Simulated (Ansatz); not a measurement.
Which is lower?

The two ends of one reaction step of CH$_{7}$OSi, doublet (PBE0-D4/def2-TZVP).

A:

```csv
atom,x (Å),y (Å),z (Å)
H1,-0.4045,1.7936,0.3394
C2,0.2147,1.5461,-0.5304
O3,-0.1165,0.2862,-1.0780
Si4,-0.2706,-1.7051,0.9643
H5,0.1274,2.3476,-1.2719
H6,1.2535,1.4884,-0.2062
H7,-1.0296,0.3091,-1.3746
H8,-0.6435,-2.5906,2.1078
H9,-0.0926,-2.5244,-0.2609
H10,0.9616,-0.9508,1.3105
```

B:

H1  (0.068, -0.187, 1.792)
C2  (-0.052, 1.813, -0.899)
O3  (0.676, 0.676, -1.046)
Si4  (-0.173, -1.483, 1.113)
H5  (-0.372, 2.352, -1.782)
H6  (0.106, 2.315, 0.044)
H7  (0.532, 0.310, -1.923)
H8  (-0.592, -2.485, 2.131)
H9  (-1.260, -1.346, 0.113)
H10  (1.067, -1.965, 0.458)
(Å)

Computed with Ansatz 0.2.0 (basis: def2-TZVPP); correlated methods freeze the cores; orbitals are unrestricted. B3LYP uses VWN-RPA correlation.

Task: Which structure is lower at CCSD(T), and by how much? (To be estimated.)

Result: Computed: A, by 7.23 kcal/mol (electronic energy, against the other). By their contacts, A is a complex of CH₄O ([CH3][OH]) + SiH₃ and B is a complex of CH₃O ([CH2][OH]) + SiH₄.

All methods give the same order:

```csv
method,E(B) − E(A) (kcal/mol)
SPW92,10.79
PBE-D4,8.78
BLYP-D4,6.67
r2SCAN-D4,6.70
B97M-V,7.40
PBE0-D4,8.13
B3LYP-D4,6.37
r2SCAN0-D4,6.47
BHLYP-D4,5.27
CAM-B3LYP-D4,5.78
wB97X-V,5.48
wB97M-V,5.77
B2PLYP,6.35
PBE-QIDH,7.86
RPA on PBE,6.75
HF,2.37
MP2,9.16
CCSD,6.77
CCSD(T),7.23
```

No T1 diagnostic of these runs exceeds 0.015. ⟨S²⟩ of the unrestricted Hartree–Fock references: 0.75 to 0.76 (a pure state has 0.75).

Labels in which every atom is bracketed show which atoms are joined, not bond orders.

For scale, one of the runs: CCSD(T)/def2-TZVPP, 202 basis functions, launched by `ansatz run in.yaml --threads 4 --pin off --events-out ev --progress --plain --max-ram 9574MiB`. The run took 2.3 min on 4 CPU threads of an Arm Neoverse V2 (shared host), with 6.5 GiB of host memory at its peak.
